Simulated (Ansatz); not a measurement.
Prototype screening

These are results of DFT r2SCAN, scalar-relativistic, plane waves, PAW (Ansatz 0.2.0), not measurements. All cells share a 500 eV cutoff and Γ-centred k meshes spaced at most 0.3 Å⁻¹ (0.19 for metals, 2π included).

Each formula was placed on the sites of the named type and relaxed at zero pressure without lowering the symmetry. No run is spin-polarised. The smearing is 0.1 eV for metals and 0.01 to 0.02 eV otherwise. The zero of energy is the elements' standard structures at the same level; no fitted shifts are applied.

For metals, differences of a few meV/atom aren't resolved. Weakly bound directions are ill-defined at this level, which has no dispersion term (Ge2P3 P-3m1). Spin–orbit coupling is left out.

```tsv
formula	started on type	final group	a or a / b (Å)	c (Å)	V (Å³/atom)	E over elements (eV/atom)	gap on mesh (eV)
Ge2P3	A-type sesquioxide	P-3m1	3.40	10.13	20.3	0.33	0.00
KIr	CoSn	P6/mmm	?	?	?	2.35	0.00
Ge2P3	tetradymite	R-3m	3.58	22.59	16.7	0.21	0.00
KIr	tungsten carbide	P-6m2	2.80	5.54	18.8	0.76	0.00
RePt2	cubic Laves (C15)	Fd-3m	?	?	?	0.62	0.00
```

(1) Cell and volume of KIr on the CoSn type?

(2) Cell and volume of RePt2 on the cubic Laves (C15) type?

Results:

(1) a = 5.73 Å, c = 5.45 Å, V = 25.9 Å³/atom

(2) a = 7.22 Å, c = 7.22 Å, V = 15.7 Å³/atom